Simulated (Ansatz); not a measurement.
C4H9F (`CC(C)CF`). The species carries charge 0 and has multiplicity 1.

Cartesian coordinates in Å:
```
C -0.002 0.271 1.429
C -0.412 -0.005 -0.011
C 0.070 -1.371 -0.480
C 0.064 1.092 -0.937
F 1.450 1.162 -0.947
H 1.086 0.290 1.522
H -0.383 -0.504 2.097
H -0.386 1.234 1.776
H -1.508 0.019 -0.073
H 1.161 -1.420 -0.467
H -0.264 -1.585 -1.499
H -0.310 -2.162 0.172
H -0.259 0.908 -1.967
H -0.308 2.070 -0.615
```

Give the diagnostics of a CCSD(T)/def2-TZVPP run (frozen core, the Gaussian-basis code of Ansatz). (An estimate is asked.)

The calculation gave: T1 = 0.0095, largest single amplitude 0.013, largest double 0.012, (T) share of the correlation energy 3.4 %, 8 CCSD cycles. The RHF solution is stable towards an unrestricted one. T1 lies under the customary mark of 0.02 for closed shells.
